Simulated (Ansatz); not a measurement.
**Cost against result**

The pair of HF (SMILES F, atoms 1–2) and CH5N (SMILES CN, atoms 3–9), both closed shells, in one local arrangement (a lower one may exist), relaxed at PBE0-D4/def2-TZVP:

```xyz
9
angstrom
F 0.1019 -0.0509 -2.4828
H -0.1339 0.1819 -1.5725
C 0.3693 -0.4171 0.7870
N -0.4476 0.4834 -0.0229
H 0.2296 -0.2922 1.8659
H 1.4209 -0.2530 0.5500
H 0.1322 -1.4477 0.5214
H -0.2392 1.4514 0.1902
H -1.4333 0.3443 0.1638
```

Interaction energies are counterpoise-corrected; the time is that of the whole pair.

Computed with Ansatz 0.2.0 (basis: as named in each row); correlated methods freeze the cores. B3LYP uses VWN-RPA correlation. Extrapolation: Hartree–Fock as exp(−7.88 √X), correlation as X^−2.97.

Times are rough, for one single point on 4 threads of a shared host (Arm Neoverse V2).

The estimate by CCSD(T) at an estimated basis limit (MP2 extrapolated from triple and quadruple zeta, plus CCSD(T) − MP2 in triple zeta) is -63.0 kJ/mol.

```csv
method,basis,time (s),interaction energy (kJ/mol),method less estimate
HF,STO-3G,under 1,1.8,64.9
PBE-D4,STO-3G,under 1,-26.4,36.6
SPW92,def2-SVP,under 1,-81.5,-18.5
B3LYP-D4,6-31G,under 1,-76.8,-13.8
PBE-D4,def2-SVP,under 1,-61.4,1.6
PBE0-D4,def2-SVP,under 1,-63.9,-0.9
CCSD(T),def2-SVP,under 1,-46.9,16.1
PBE-D4,def2-TZVPPD,under 1,-69.6,-6.6
revPBE-D4,def2-TZVPPD,under 1,-63.8,-0.8
BLYP-D4,def2-TZVPPD,1,-64.5,-1.5
PBE0-D4,def2-TZVPPD,1,-69.8,-6.8
HSE06-D4,def2-TZVPPD,1,-69.7,-6.7
wB97M-V,def2-SVP,1,-56.6,6.4
B3LYP-D4,def2-TZVPPD,1,-66.8,-3.8
r2SCAN-D4,def2-TZVPPD,2,-70.0,-7.0
B2PLYP,def2-TZVPPD,2,-62.8,0.2
wB97X-V,def2-TZVPPD,4,-65.7,-2.7
B97M-V,def2-TZVPPD,4,-62.6,0.4
wB97M-V,def2-TZVPPD,4,-63.6,-0.6
MP2,def2-QZVPPD,8,-62.9,0.1
CCSD(T),def2-TZVPPD,35,-59.8,3.2
```

T1 diagnostic: at most 0.011.
